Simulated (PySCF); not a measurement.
Diacetylene, C₄H₂.
SMILES with atom numbers: `[CH:1]#[C:2][C:3]#[CH:4]` (hydrogens: H5 on C1; H6 on C4)

A GFN2-xTB structure was refined with PySCF 2.14.0, CAM-B3LYP/6-31+G* geometry optimisation, gas phase. Its GFN2-xTB values:

| coordinate | GFN2-xTB |
| --- | --- |
| C1≡C2 | 1.204 Å |
| C1–H5 | 1.048 Å |
| C2–C3 | 1.360 Å |
| C4–H6 | 1.048 Å |
| C1–C2–C3 | 179.8° |
| C2–C1–H5 | 179.8° |

Question: How do these coordinates change at the CAM-B3LYP/6-31+G* level?

Answer: 
```json
{"coordinate": "C4–H6", "CAM-B3LYP/6-31+G* (Å or °)": "1.067", "change": "+0.019"}
{"coordinate": "C1–H5", "CAM-B3LYP/6-31+G* (Å or °)": "1.067", "change": "+0.019"}
{"coordinate": "C2–C3", "CAM-B3LYP/6-31+G* (Å or °)": "1.376", "change": "+0.016"}
{"coordinate": "C1≡C2", "CAM-B3LYP/6-31+G* (Å or °)": "1.207", "change": "+0.003"}
{"coordinate": "C1–C2–C3", "CAM-B3LYP/6-31+G* (Å or °)": "180.0", "change": "+0.2"}
{"coordinate": "C2–C1–H5", "CAM-B3LYP/6-31+G* (Å or °)": "179.8", "change": "0.0"}
```

The energy falls by 0.53 kcal/mol over 4 energy and gradient evaluations, the largest force component goes from 0.0158 to 2.2e-04 Eh/bohr, and the atoms move by 0.019 Å rms after alignment. Among the bonds, C1–H5 and C4–H6 change most and about equally (+0.019 Å). Bonds longer at the end by more than 0.005 Å: 3 of 5; shorter: 0.

The run used 76 basis functions and 24 SCF cycles in all. Time: 6.0 s; peak memory 0.39 GiB. Hardware: an Arm Neoverse V1 with one thread, no GPU, shared host with 32 logical CPUs at a one-minute load of 25.

CAM-B3LYP/6-31+G* frequencies: not computed here.
